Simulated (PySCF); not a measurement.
# What an electron can do to ClF

PBE0 in PySCF with def2-TZVPPD on every atom, for the lowest determinant that a PBE0 search found; no spin–orbit coupling.

```tsv
species	state (unpaired electrons)	Re (Å)	ωe (cm⁻¹)	energy of the minimum from the neutral (eV)	De (eV)	dissociates to
ClF	singlet (closed shell)	1.619	828	0.00	2.63	Cl + F
ClF⁺	doublet (π ↑)	1.525	983	12.49	3.11	Cl⁺ + F
ClF⁻	doublet (σ ↑)	2.224	308	-2.46	1.52	Cl⁻ + F
```

Task: Work out the lowest energy to break ClF into atoms, from its vibrational ground state.

Result: D0 = De − ωe/2 = 2.63 − 0.05 = 2.58 eV (PBE0/def2-TZVPPD).

Task: Work out the ionisation energy of the Cl atom at this level and the threshold of dissociative ionisation.

Result: IE(Cl) = 12.49 + 3.11 − 2.63 = 12.97 eV, so Cl⁺ + F + e⁻ appears at D0 + IE(Cl) = 15.55 eV (PBE0/def2-TZVPPD). The measured IE(Cl) is 12.968 eV (NIST ASD).

Task: Work out the electron affinity of the Cl atom and the threshold of dissociative attachment.

Result: EA(Cl) = 2.63 − 1.52 − (-2.46) = 3.57 eV, so Cl⁻ + F needs D0 − EA(Cl) = -0.99 eV (negative: it is exothermic at zero electron energy) (PBE0/def2-TZVPPD). The measured EA(Cl) is 3.613 eV.

These are thermodynamic thresholds; the onsets seen under electron impact lie higher where the geometry changes, and cross-sections peak well above them.

For an ion De counts to the pair picked by the measured ionisation energies or electron affinities, which need not be the lowest pair at this level. States were picked by a PBE0 search and need not be the measured ground states.
